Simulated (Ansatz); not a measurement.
A made-up structure of MgSiH₄, closed shell:

```
6
angstrom
Mg 0.7152 -1.4447 0.6225
Si -0.3523 0.7116 -0.3066
H 1.4212 -2.8712 1.2370
H -1.6179 0.4604 -1.0626
H 0.5426 1.4482 -1.2516
H 1.7799 -2.7779 0.8406
```

It is relaxed with PBE-D4/def2-SVP and then PBE0-D4/def2-TZVP (Ansatz 0.2.0). Atoms count as bonded within 1.22 times the sum of their covalent radii (H–H: 0.88 Å). The end point is not checked to be a true minimum.

Task: Does its bonding change? (A judgement: the text doesn't fix the answer.)

Result: By the calculation: Yes. Formed: none; broken: Mg1–H3, Mg1–H6.

Where it ends: The first stage lowers the energy by 3.26 eV in 25 steps. It ends as a complex of MgSiH₂ ([Mg][SiH2]) + H₂:
```tsv
atom	x (Å)	y (Å)	z (Å)
Mg1	0.3881	-0.6477	0.0786
Si2	-0.7877	1.5362	-0.3718
H3	2.1864	-3.9612	1.6882
H4	-1.5516	0.4975	-1.2240
H5	0.3676	1.4953	-1.3976
H6	1.8859	-3.3940	1.3061
```

Labels in which every atom is bracketed show which atoms are joined, not bond orders.

For scale, one of the runs: PBE0-D4/def2-TZVP relaxation, 93 basis functions, launched by `ansatz run in.yaml --threads 2 --pin off --events-out ev --progress --plain --max-ram 4352MiB`. The run took about 7.5 s on 2 CPU threads of an Arm Neoverse V1 (shared host).
